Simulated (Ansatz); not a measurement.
Other spins and charges of B₂⁺, doublet at one geometry

Geometry (PBE0/def2-TZVP stationary point for this spin):

```xyz
2

B     0.0000    0.0000    0.0000
B     0.0000    0.0000    1.7042
```

Basis cc-pVTZ; Ansatz 0.2.0. Correlated methods freeze the noble-gas cores. Prefix R: restricted or restricted open-shell reference. Active spaces: valence = (5e, 8o) chosen from the atoms' valence shells.

Gaps are energies of the second state less the first, at fixed atoms, for a selection of the levels run; each method lands on the state that its own search finds for that charge and spin.

Coupled cluster chose its determinant by trial CCSD, here up to 0.48 eV above the lowest Hartree–Fock solution of its kind, and MP2 stands on that determinant too.

Quartet less doublet: 0.730 eV at full CI (doublet B3u, quartet B3g, in D2h).

By full CI's occupations no single determinant describes the doublet well.

```json
{"level": "RMP2", "gap (eV)": "-0.077", "error (meV)": "-807"}
{"level": "RCCSD", "gap (eV)": "0.437", "error (meV)": "-293"}
{"level": "RCCSD(T)", "gap (eV)": "0.688", "error (meV)": "-42"}
{"level": "BCCD(T)", "gap (eV)": "0.670", "error (meV)": "-60"}
{"level": "RCCSDT", "gap (eV)": "0.712", "error (meV)": "-18"}
{"level": "RCCSDT(Q)", "gap (eV)": "0.729", "error (meV)": "-1"}
{"level": "CASSCF (valence space)", "gap (eV)": "0.545", "error (meV)": "-185"}
{"level": "NEVPT2 (valence space)", "gap (eV)": "0.744", "error (meV)": "14"}
{"level": "MRCISD (valence space)", "gap (eV)": "0.739", "error (meV)": "9"}
{"level": "MRCISD+Q (valence space)", "gap (eV)": "0.750", "error (meV)": "20"}
```

Wrong sign: RMP2.

Full CI is exact within this basis and frozen core; it isn't the basis-set limit.
